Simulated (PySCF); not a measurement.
B3LYP has the VWN-RPA correlation part, as in Gaussian. 

C2H6S, SMILES `CCS` (C–C–S–H torsion 62°) (charge 0, multiplicity 1)

The numbers are results of B3LYP-D3(BJ)/def2-TZVP in PySCF, not measurements.

HOMO: -6.52 eV
dipole moment: 1.64 D
HOMO–LUMO gap: 6.73 eV
LUMO: 0.20 eV
total energy: -478.0906 Ha
cost: very roughly 25 core-seconds

```xyz
9

C     -0.8394     0.4835    -0.1448
C      0.1741    -0.6391    -0.3016
S      1.6193    -0.5029     0.8122
H     -1.6962     0.3189    -0.8037
H     -1.1989     0.5441     0.8827
H     -0.3982     1.4477    -0.4036
H      0.5280    -0.7147    -1.3296
H     -0.2691    -1.6017    -0.0424
H      2.0804     0.6641     0.3312
```
